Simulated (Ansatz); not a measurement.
Geometry optimisation, Ansatz 0.2.0, RKS BLYP-D4/def2-SVP.

Input file:

```yaml
crystal:
  periodic: [false, false, false]
  atoms:
    - { symbol: Al, position_ang: [-0.017708, 0.456139, -0.019207] }
    - { symbol: H, position_ang: [0.000949, 0.511518, 1.547222] }
    - { symbol: H, position_ang: [1.356769, 0.442835, -0.829741] }
    - { symbol: H, position_ang: [-1.407841, 0.362627, -0.795748] }
    - { symbol: Si, position_ang: [0.12371, -2.825024, 1.231755] }
    - { symbol: H, position_ang: [-0.691037, -3.36422, 0.097024] }
    - { symbol: H, position_ang: [1.544499, -3.277207, 1.10245] }
    - { symbol: H, position_ang: [-0.454795, -3.262096, 2.541702] }
    - { symbol: H, position_ang: [0.087355, -1.338272, 1.216444] }
basis:
  gaussian: { orbitals: def2-SVP }
hamiltonian:
  xc: blyp
  dispersion: d4
relax:
  f_tol: 0.03
  max_steps: 50
```

Launched with:

```bash
$ ansatz run input.yaml --threads 1 --pin off --max-ram 2048MiB --backend cpu --events-out ev --progress --plain --runs-dir out
```

Task: Where does it end, and by what steps?

Result: The forces met the threshold. The force dipped under the threshold on the way, but the program's further checks kept it going. After 21 steps the energy has fallen by 0.275 eV; H3 moved furthest, 0.94 Å.

```csv
step,energy less start (eV),largest force component (eV/Å),accepted
0,0.0000,0.635,yes
1,-0.1225,0.336,yes
2,-0.1873,0.449,yes
3,-0.2324,0.250,yes
4,-0.2416,0.037,yes
5,-0.2421,0.155,yes
6,-0.2483,0.056,yes
7,-0.2501,0.223,yes
8,-0.2567,0.111,yes
9,-0.2646,0.034,yes
10,-0.2680,0.080,yes
11,-0.2687,0.091,yes
12,-0.2719,0.033,yes
13,-0.2713,0.081,no
14,-0.2724,0.005,yes
15,-0.2731,0.021,yes
16,-0.2735,0.043,yes
17,-0.2739,0.046,yes
18,-0.2743,0.038,yes
19,-0.2744,0.034,yes
20,-0.2742,0.037,no
21,-0.2745,0.017,yes
```

```xyz
9
Properties=species:S:1:pos:R:3
Al -0.033 0.289 0.143
H 0.471 1.139 1.397
H 1.043 -0.446 -0.787
H -1.545 0.397 -0.358
Si 0.145 -2.770 1.123
H -0.240 -3.275 -0.227
H 1.624 -2.725 1.314
H -0.525 -3.549 2.212
H -0.398 -1.353 1.275
```

The run took 21 s on 1 thread of Intel(R) Xeon(R) 6975P-C (Granite Rapids), on a shared host, peak memory 0.13 GiB.
